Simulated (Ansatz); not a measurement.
# What a trial cell of Ta relaxes into

Theory: DFT r2SCAN, scalar-relativistic, plane waves, PAW (Ansatz). Cutoff 500 eV, Γ-centred k mesh, Gaussian smearing, no spin polarisation in the final step.

The start puts Ta on the hcp structure type (P6_3/mmc, No. 194), at a guessed volume.

```yaml
crystal:
  lattice:
    - [3.06162, 0.00000, 0.00000]
    - [-1.53081, 2.65144, 0.00000]
    - [0.00000, 0.00000, 4.96917]
  atoms:
    - { symbol: Ta, position: [0.33333, 0.66667, 0.25000] }
    - { symbol: Ta, position: [0.66667, 0.33333, 0.75000] }
```

Cell and atoms relax at zero pressure; the relaxation can't lower the symmetry of the start. After a coarse first stage the cell is made exact in the group found at 0.06 Å.

Energies count from the standard state of Ta at the same level.

Task: What does it relax into?

Result: It keeps P6_3/mmc (No. 194). The result has the hcp structure. Conventional cell: a = 2.888 Å, c = 5.119 Å. Ta has 12 Ta at 2.89–3.05 Å.

```xyz
2
Lattice="2.8879 0.0000 0.0000 -1.4439 2.5010 0.0000 0.0000 0.0000 5.1192" Properties=species:S:1:pos:R:3 pbc="T T T"
Ta    0.0000    1.6673    1.2798
Ta    1.4439    0.8337    3.8394
```

Task: What are its volume, energy, density and gap?

Result: The volume per atom is 18.49 Å³ and the density is 16.25 g/cm³. The energy over the standard structure is 0.31 eV/atom and the gap on the 21×21×12 mesh is 0 eV (a metal).

The final run used a 21×21×12 mesh on its 2-atom cell and 0.10 eV smearing. The k mesh leaves about 4 meV/atom of noise in metals. Spin–orbit coupling is left out. A structure relaxed within its symmetry needn't be a true minimum.